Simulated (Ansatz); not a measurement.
**C₅H₈O: a ladder of functionals and wavefunction methods**

The task here is to estimate one member of a computed series from the others.

The runs use Ansatz 0.2.0, Gaussian basis; functionals in def2-TZVPP, the program's frozen cores in correlated methods.

Plan: LDA (SPW92), PBE-D4, revPBE-D4, BLYP-D4, r2SCAN-D4, B97M-V, PBE0-D4, B3LYP-D4, r2SCANh-D4, r2SCAN0-D4, HSE06-D4, BHLYP-D4, CAM-B3LYP-D4, LC-ωPBE, ωB97X-V, ωB97M-V, B2PLYP, PBE-QIDH; CCSD(T)/def2-SVP; CCSD(T)/def2-TZVPP; MP2/def2-QZVPP; extrapolation to the limit; RPA on PBE.

## The relaxed structure

All runs share one geometry, relaxed beforehand with PBE0-D4 in a triple-zeta def2 set.

SMILES `CC(=O)C1CC1`, 14 atoms, charge 0, spin multiplicity 1.

Atoms are counted from 1 here; the program's logs count them from 0.

Bond lengths: C1–C2 1.503 Å, C1–H7 1.088 Å, C1–H8 1.094 Å, C1–H9 1.094 Å, C2–O3 1.210 Å, C2–C4 1.484 Å, C4–C5 1.511 Å, C4–C6 1.511 Å, C4–H10 1.083 Å, C5–C6 1.479 Å, C5–H11 1.082 Å, C5–H12 1.083 Å, C6–H13 1.083 Å, C6–H14 1.082 Å. Angles: C2–C1–H7 110.3°, C2–C1–H8 109.9°, C2–C1–H9 109.9°, H7–C1–H8 109.9°, H7–C1–H9 110.0°, H8–C1–H9 106.8°, C1–C2–O3 122.1°, C1–C2–C4 116.3°, O3–C2–C4 121.7°, C2–C4–C5 117.0°, C2–C4–C6 117.1°, C2–C4–H10 116.6°, C5–C4–C6 58.6°, C5–C4–H10 117.5°, C6–C4–H10 117.5°, C4–C5–C6 60.7°, C4–C5–H11 116.9°, C4–C5–H12 115.3° and more.

The first run:

in.yaml

```yaml
crystal:
  periodic: [false, false, false]
  atoms:
    - {symbol: C, position_ang: [0.349429, -0.219139, 2.121466]}
    - {symbol: C, position_ang: [-0.047386, -0.611812, 0.725897]}
    - {symbol: O, position_ang: [-0.441075, -1.724332, 0.459313]}
    - {symbol: C, position_ang: [0.070833, 0.442500, -0.312346]}
    - {symbol: C, position_ang: [0.452510, -0.003876, -1.704398]}
    - {symbol: C, position_ang: [-0.938753, 0.418658, -1.435671]}
    - {symbol: H, position_ang: [0.229240, -1.062126, 2.799165]}
    - {symbol: H, position_ang: [-0.262785, 0.621894, 2.460283]}
    - {symbol: H, position_ang: [1.388860, 0.122195, 2.130702]}
    - {symbol: H, position_ang: [0.428942, 1.410132, 0.017600]}
    - {symbol: H, position_ang: [1.100335, 0.653696, -2.269554]}
    - {symbol: H, position_ang: [0.636798, -1.065032, -1.815522]}
    - {symbol: H, position_ang: [-1.689371, -0.358591, -1.366396]}
    - {symbol: H, position_ang: [-1.277596, 1.375813, -1.810560]}
basis:
  gaussian: {orbitals: def2-TZVPP}
hamiltonian: {xc: lda}
output: {orbitals: {seedname: orbitals}}
```

Command:

```bash
> ansatz run in.yaml --threads 4 --pin off --events-out ev --progress --plain --max-ram 10444MiB
```

Steps of the session up to this table: LDA; PBE-D4 (GGA); revPBE-D4 (GGA); BLYP-D4 (GGA); r2SCAN-D4 (meta-GGA); B97M-V (meta-GGA); PBE0-D4 (hybrid); B3LYP-D4 (hybrid); r2SCANh-D4 (hybrid); r2SCAN0-D4 (hybrid); HSE06-D4 (hybrid); BHLYP-D4 (hybrid); CAM-B3LYP-D4 (range-separated); LC-ωPBE (range-separated); ωB97X-V (range-separated); ωB97M-V (range-separated); B2PLYP (double hybrid); PBE-QIDH (double hybrid).

One of the session's tables, all rows but one given; the rest of the session is left out.

It belongs to the step «Orbital energies across the functionals». 

| functional | HOMO (eV) | gap (eV) |
| --- | --- | --- |
| LDA (SPW92) | -5.78 | 4.09 |
| PBE-D4 | -5.60 | 4.16 |
| revPBE-D4 | -5.53 | 4.18 |
| BLYP-D4 | -5.51 | 4.20 |
| r2SCAN-D4 | -5.89 | 4.70 |
| B97M-V | -6.07 | 4.99 |
| PBE0-D4 | -7.20 | 6.88 |
| B3LYP-D4 | -6.96 | 6.38 |
| r2SCANh-D4 | -6.49 | 5.71 |
| r2SCAN0-D4 | -7.40 | 7.23 |
| HSE06-D4 | ? | ? |
| BHLYP-D4 | -8.74 | 9.67 |
| CAM-B3LYP-D4 | -8.67 | 9.56 |
| LC-ωPBE | -9.98 | 12.08 |
| ωB97X-V | -9.67 | 11.70 |
| ωB97M-V | -9.62 | 11.56 |

Q: Estimate the row for HSE06-D4 from the others.

**Answer.** HOMO (eV): -6.79; gap (eV): 6.08. In the column «HOMO (eV)» it lies between B3LYP-D4 (-6.96) and r2SCANh-D4 (-6.49).
